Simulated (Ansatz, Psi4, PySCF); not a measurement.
F-Si bond dissociation enthalpy at 298 K: 7 cases among silicon compounds with O, N or halogens, in kcal/mol, species as SMILES. Conventions: 6-31G* and kin with 6d, 5d where marked; no dispersion term unless named; spin-orbit terms left out; valence correlation only; open shells spin-unrestricted; non-relativistic. CBS(X,Y): correlation extrapolated as X^-3; Hartree-Fock from the larger set (for Q and 5 zeta extrapolated as (X+1)exp(-9√X)). [CCSD(T)-MP2]/basis is that difference in the basis named. First-principles rows: single points at B3LYP-D3(BJ) geometries (Ansatz, a program for electronic structure), with unscaled harmonic terms from B3LYP/6-31G* (Ansatz) at its own minima.

Coupled cluster (Ansatz) is a level with limits of its own, used here on species with T1 under 0.025 (0.045 for open shells) and stable references: (a) RI-MP2/CBS(cc-pV(T+d)Z,cc-pV(Q+d)Z)+[CCSD(T)-MP2]/cc-pV(T+d)Z; (b) CCSD(T)/CBS(aug-cc-pV(T+d)Z,aug-cc-pV(Q+d)Z); (c) CCSD(T)/CBS(cc-pV(Q+d)Z,cc-pV(5+d)Z).

```json
[
 {"species": "F[Si](Cl)(Cl)Cl, to F atom + Cl[Si](Cl)Cl", "atoms": "5", "coupled cluster": "157.1 (a)", "difference of BP86/def2-SVP (PySCF)": "-10.3", "difference of HF/3-21G (Ansatz)": "-65.2", "difference of wB97X-D/6-31G* (Psi4)": "-8.0", "difference of PBE/def2-TZVPD (Ansatz)": "-7.8", "difference of wB97M-V/def2-TZVPD (Ansatz)": "-2.5"},
 {"species": "F[Si](F)(F)F [tetrafluorosilane], to F[Si](F)F + F atom", "atoms": "5", "coupled cluster": "166.7 (a)", "difference of BP86/def2-SVP (PySCF)": "-10.7", "difference of HF/3-21G (Ansatz)": "-52.4", "difference of wB97X-D/6-31G* (Psi4)": "-5.9", "difference of PBE/def2-TZVPD (Ansatz)": "-8.5", "difference of wB97M-V/def2-TZVPD (Ansatz)": "-3.3"},
 {"species": "N[Si](F)(F)F, to N[Si](F)F + F atom", "atoms": "7", "coupled cluster": "167.2 (b)", "difference of BP86/def2-SVP (PySCF)": "-10.8", "difference of HF/3-21G (Ansatz)": "-46.5", "difference of wB97X-D/6-31G* (Psi4)": "-6.1", "difference of PBE/def2-TZVPD (Ansatz)": "-9.1", "difference of wB97M-V/def2-TZVPD (Ansatz)": "-3.3"},
 {"species": "O[Si](O)(F)F, to O[Si](O)F + F atom", "atoms": "7", "coupled cluster": "167.4 (c)", "difference of BP86/def2-SVP (PySCF)": "-10.2", "difference of HF/3-21G (Ansatz)": "-47.5", "difference of wB97X-D/6-31G* (Psi4)": "-5.8", "difference of PBE/def2-TZVPD (Ansatz)": "-9.0", "difference of wB97M-V/def2-TZVPD (Ansatz)": "-3.2"},
 {"species": "F[SiH2][SiH3] [fluoro(silyl)silane], to [SiH2][SiH3] (Si2H5) + F atom", "atoms": "8", "coupled cluster": "147.5 (a)", "difference of BP86/def2-SVP (PySCF)": "-7.5", "difference of HF/3-21G (Ansatz)": "-61.1", "difference of wB97X-D/6-31G* (Psi4)": "-6.8", "difference of PBE/def2-TZVPD (Ansatz)": "-3.9", "difference of wB97M-V/def2-TZVPD (Ansatz)": "-1.9"},
 {"species": "F[SiH2][SiH2]F [fluoro(fluorosilyl)silane], to F[SiH2][SiH2] + F atom", "atoms": "8", "coupled cluster": "146.6 (b)", "difference of BP86/def2-SVP (PySCF)": "-7.4", "difference of HF/3-21G (Ansatz)": "-62.1", "difference of wB97X-D/6-31G* (Psi4)": "-6.5", "difference of PBE/def2-TZVPD (Ansatz)": "-4.2", "difference of wB97M-V/def2-TZVPD (Ansatz)": "-2.1"},
 {"species": "F[SiH2][SiH](F)F, to F[SiH][SiH2]F + F atom", "atoms": "8", "coupled cluster": "157.0 (b)", "difference of BP86/def2-SVP (PySCF)": "-8.7", "difference of HF/3-21G (Ansatz)": "-58.2", "difference of wB97X-D/6-31G* (Psi4)": "-5.8", "difference of PBE/def2-TZVPD (Ansatz)": "-6.2", "difference of wB97M-V/def2-TZVPD (Ansatz)": "-3.2"}
]
```

```tsv
level	cases	mean signed difference	mean absolute difference	median absolute difference	largest absolute difference
BP86/def2-SVP (PySCF)	7	-9.37	9.37	10.20	10.8
HF/3-21G (Ansatz)	7	-56.14	56.14	58.20	65.2
wB97X-D/6-31G* (Psi4)	7	-6.41	6.41	6.10	8.0
PBE/def2-TZVPD (Ansatz)	7	-6.96	6.96	7.80	9.1
wB97M-V/def2-TZVPD (Ansatz)	7	-2.79	2.79	3.20	3.3
```

BP86/def2-SVP lies above in 0 of 7 cases and within 2 kcal/mol in 0; mean signed difference -9.37 kcal/mol, mean absolute 9.37 kcal/mol (10.50 over the 4 cases of up to 7 atoms, 7.87 over the larger). These figures hold for the species listed.

How the rows were picked: cases drawn at random among the computed members of the class with clean coupled-cluster diagnostics. The batch they came from held 7 cases of this property in the class: 0 with a tabulated value, 7 with clean coupled cluster alone, 0 with neither, which enter no statistics. The levels are drawn from those run on every case listed, the commonest habits more often. No case is left out for the size of its miss. Left out are saddle points of the reference geometry, anions that the best level run finds unbound, excited spin states, species near biochemistry, 298 K rows of species without real B3LYP wavenumbers, cases with under five habitual levels, runs that failed or that the program found above a lower state of the same kind, table entries that another table contradicts, and a share of species set aside by lot.
